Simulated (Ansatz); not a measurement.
# C2H4NO: the cost of one run

Program: Ansatz 0.2.0. Level of theory: RKS B3LYP-D4/def2-SVP. These are calculated values, not measurements.

**1. The system as given**

Bond lengths: C1–C2 1.550 Å, C2–N3 1.301 Å, C2–O4 1.255 Å, C1–H5 1.092 Å, C1–H6 1.092 Å, C1–H7 1.088 Å, N3–H8 1.028 Å. Angles: C1–C2–N3 112.4°, C1–C2–O4 117.8°, N3–C2–O4 129.7°, C2–C1–H5 109.7°, C2–C1–H6 109.6°, C2–C1–H7 109.9°, H5–C1–H6 108.1°, H5–C1–H7 109.8°, H6–C1–H7 109.7°, C2–N3–H8 109.8°.

As a file:

```xyz
8

C    -0.0875    0.9333   -0.2676
C    -0.1700   -0.5795    0.0610
N     0.8990   -1.0167    0.6607
O    -1.2132   -1.1947   -0.2696
H    -0.2218    1.0842   -1.3402
H    -0.8858    1.4653    0.2532
H     0.8781    1.3281    0.0418
H     0.8011   -2.0198    0.8608
```

**2. Relaxing end A**

Input file input.yaml:

```yaml
crystal:
  periodic: [false, false, false]
  atoms:
    - { symbol: C, position_ang: [-0.08747, 0.93328, -0.26758] }
    - { symbol: C, position_ang: [-0.16998, -0.57952, 0.06099] }
    - { symbol: "N", position_ang: [0.89899, -1.01669, 0.66067] }
    - { symbol: O, position_ang: [-1.21316, -1.19474, -0.26964] }
    - { symbol: H, position_ang: [-0.22177, 1.08416, -1.34024] }
    - { symbol: H, position_ang: [-0.88578, 1.46526, 0.25318] }
    - { symbol: H, position_ang: [0.87806, 1.32807, 0.04179] }
    - { symbol: H, position_ang: [0.8011, -2.01983, 0.86083] }
total_charge: -1
basis:
  gaussian: { orbitals: def2-SVP }
hamiltonian:
  xc: b3lyp
  dispersion: d4
relax:
  f_tol: 0.015
  max_steps: 40
```

Started as:

```sh
> ansatz run input.yaml --threads 1 --pin off --max-ram 2048MiB --backend cpu --events-out ev --progress --plain --runs-dir out
```

What time and memory should one allow on 1 thread of Arm Neoverse V2, shared host?

About 16 s, with a peak of 0.14 GiB.
